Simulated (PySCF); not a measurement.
## `C=C(C=O)C=O`: 4 charge schemes on one density

Compound: C4H4O2.
Geometry (GFN2-xTB, Å), atoms numbered from 1 in this order:
```
atom  x, y, z in Å
C1     0.049    1.385   -0.218
C2     0.007    0.064   -0.013
C3    -1.200   -0.580    0.565
O4    -2.199    0.008    0.880
C5     1.149   -0.810   -0.350
O6     1.178   -2.001   -0.194
H7     0.912    1.876   -0.636
H8    -0.802    1.997    0.037
H9    -1.097   -1.672    0.682
H10    2.012   -0.262   -0.776
```

Density: PBE0/pcSseg-1 (PySCF); schemes: Mulliken, IAO, Hirshfeld and ESP-fitted. One conformer (not necessarily the lowest) at the GFN2-xTB geometry, without solvent, vibrations or thermal averaging.

Q: Tabulate the Mulliken, IAO, Hirshfeld and ESP-fitted charges.

A: In e; atoms taken as equivalent share a row and are averaged (×n: the atom named and its like, n in all):

| atom | environment | Mulliken | IAO | Hirshfeld | ESP-fitted |
| --- | --- | --- | --- | --- | --- |
| C1 | terminal =CH2 carbon | +0.054 | -0.206 | -0.022 | -0.328 |
| C2 | fully substituted alkene carbon | -0.570 | -0.111 | -0.023 | -0.082 |
| C3/C5 | aldehyde carbon | +0.382 | +0.250 | +0.124 | +0.426 |
| O4/O6 | aldehyde oxygen | -0.346 | -0.381 | -0.212 | -0.437 |
| H7/H8 | vinylic hydrogen | +0.140 | +0.176 | +0.067 | +0.197 |
| H9/H10 | formyl hydrogen | +0.083 | +0.113 | +0.044 | +0.020 |

Mean size of the charges over all atoms: ESP-fitted 0.257 e, Mulliken 0.252 e, IAO 0.216 e, Hirshfeld 0.094 e. Each set sums to the total charge, 0, to within 0.001 e. The IAO scheme counts the electrons in orthogonalised intrinsic atomic orbitals, a minimal basis polarised so that it spans the occupied orbitals exactly. The Hirshfeld scheme divides the density at each point in proportion to the densities of the neutral, spherically averaged free atoms.

Some averages cover members that differ in this geometry: C3/C5, ESP-fitted +0.372 to +0.480; O4/O6, ESP-fitted -0.457 to -0.418; H7/H8, ESP-fitted +0.182 to +0.211; H9/H10, IAO +0.100 to +0.126 e.

Lowest charge. The schemes don't all agree: Mulliken C2 (-0.570); IAO O4/O6 (-0.381); Hirshfeld O4/O6 (-0.212); ESP-fitted O4/O6 (-0.437).

Highest charge. All schemes agree: Mulliken C3/C5 (+0.382); IAO C3/C5 (+0.250); Hirshfeld C3/C5 (+0.124); ESP-fitted C3/C5 (+0.426).

Q: How many electrons does the Mulliken scheme count on O6?

A: Its own charge is -0.345 e, so Z − q = 8.345.

Q: How closely do the schemes follow one another over all atoms?

A: Correlation coefficient and root-mean-square difference: IAO with Hirshfeld 0.96, 0.128 e; IAO with ESP-fitted 0.96, 0.104 e; Hirshfeld with ESP-fitted 0.92, 0.205 e; Mulliken with IAO 0.81, 0.179 e; Mulliken with Hirshfeld 0.80, 0.221 e; Mulliken with ESP-fitted 0.77, 0.206 e.
